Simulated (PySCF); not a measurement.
# Gas-phase thermal properties of C₄H₆ (cyclic)

Computed with PySCF (xtb for GFN2) and rigid-rotor harmonic-oscillator thermochemistry at 1 bar. 'Table' is the NASA 1993 thermochemical table (part measured, part estimated). 6-31G* has spherical d functions here. All species are closed-shell singlets. B3LYP is the form with VWN-RPA correlation. The harmonic model lacks anharmonicity and excited electronic states, which grow with temperature; levels with a mode under 35 cm⁻¹ are left out. The table's entry may be an old estimate for C₄H₆ (cyclic) (not checked at source).

```json
[
 {"level": "table", "point group": "-", "σ": "-", "ZPE (kJ/mol)": "-", "S°298 (J/mol/K)": "262.1", "Cp298 (J/mol/K)": "64.4", "S°1000 (J/mol/K)": "403.0", "H1000 − H298 (kJ/mol)": "89.2"},
 {"level": "B3LYP/6-31G*", "point group": "C2v", "σ": "2", "ZPE (kJ/mol)": "228.3", "S°298 (J/mol/K)": "261.7", "Cp298 (J/mol/K)": "63.2", "S°1000 (J/mol/K)": "400.1", "H1000 − H298 (kJ/mol)": "87.6"},
 {"level": "GFN2-xTB", "point group": "C2v", "σ": "2", "ZPE (kJ/mol)": "223.6", "S°298 (J/mol/K)": "261.6", "Cp298 (J/mol/K)": "63.8", "S°1000 (J/mol/K)": "401.6", "H1000 − H298 (kJ/mol)": "88.6"},
 {"level": "HF/6-31G*", "point group": "C2v", "σ": "2", "ZPE (kJ/mol)": "244.7", "S°298 (J/mol/K)": "259.3", "Cp298 (J/mol/K)": "58.0", "S°1000 (J/mol/K)": "389.3", "H1000 − H298 (kJ/mol)": "82.8"},
 {"level": "PBE/def2-SVP", "point group": "C2v", "σ": "2", "ZPE (kJ/mol)": "220.1", "S°298 (J/mol/K)": "263.1", "Cp298 (J/mol/K)": "66.2", "S°1000 (J/mol/K)": "406.0", "H1000 − H298 (kJ/mol)": "90.2"},
 {"level": "PBE0/def2-TZVP", "point group": "C2v", "σ": "2", "ZPE (kJ/mol)": "227.7", "S°298 (J/mol/K)": "261.7", "Cp298 (J/mol/K)": "63.5", "S°1000 (J/mol/K)": "400.6", "H1000 − H298 (kJ/mol)": "87.9"}
]
```
σ: rotational symmetry number. Electronic degeneracy used: 1. Frequencies are unscaled.
